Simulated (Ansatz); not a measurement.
## C4H4N2: state-averaged CASSCF

Calculated in Ansatz's Gaussian-basis code. State-averaged CASSCF with equal weights; occupations are averaged over the states; levels count from the state that is lowest in CASSCF. No symmetry is imposed, so a solution can break that of the shape. Lower solutions, or ones in other orbitals, may exist. CASSCF levels without dynamic correlation can be off by over 1 eV.

Geometry:

| atom | x (Å) | y (Å) | z (Å) |
| --- | --- | --- | --- |
| C | 0.0000 | 0.0000 | 1.3115 |
| N | 0.0000 | 1.2019 | 0.7169 |
| C | 0.0000 | 1.1854 | -0.6255 |
| C | 0.0000 | 0.0000 | -1.3535 |
| C | 0.0000 | -1.1854 | -0.6255 |
| N | 0.0000 | -1.2019 | 0.7169 |
| H | 0.0000 | 0.0000 | 2.3990 |
| H | 0.0000 | 2.1550 | -1.1195 |
| H | 0.0000 | 0.0000 | -2.4387 |
| H | 0.0000 | -2.1550 | -1.1195 |

Basis cc-pVTZ, nonrelativistic, 6 orbitals frozen in the corrections; active space CAS(10,8). Averaged: 3 singlets.

Give the levels in order.



| state | CASSCF (eV) |
| --- | --- |
| singlet | 0.000 |
| singlet | 5.427 |
| singlet | 6.408 |

Occupations: 1.98, 1.97, 1.83, 1.70, 1.67, 0.65, 0.18, 0.02.

Same geometry.

Basis cc-pVTZ, nonrelativistic, 6 orbitals frozen in the corrections; active space CAS(10,8). Averaged: 1 singlet, 1 triplet.

Give the levels in order, with their spins.



```
  state  CASSCF (eV)
singlet        0.000
triplet        4.543
```

Occupations: 2.00, 1.99, 1.98, 1.92, 1.48, 0.53, 0.08, 0.02.

Same geometry.

Basis cc-pVDZ, nonrelativistic, 6 orbitals frozen in the corrections; active space CAS(10,8). Averaged: 1 singlet, 2 triplets.

Give the levels in order, with their spins.



| state | CASSCF (eV) | SC-NEVPT2 (eV) |
| --- | --- | --- |
| singlet | 0.000 | 0.000 |
| triplet | 4.425 | 4.233 |
| triplet | 5.156 | 4.831 |

Occupations: 1.96, 1.90, 1.90, 1.88, 1.45, 0.47, 0.38, 0.07.
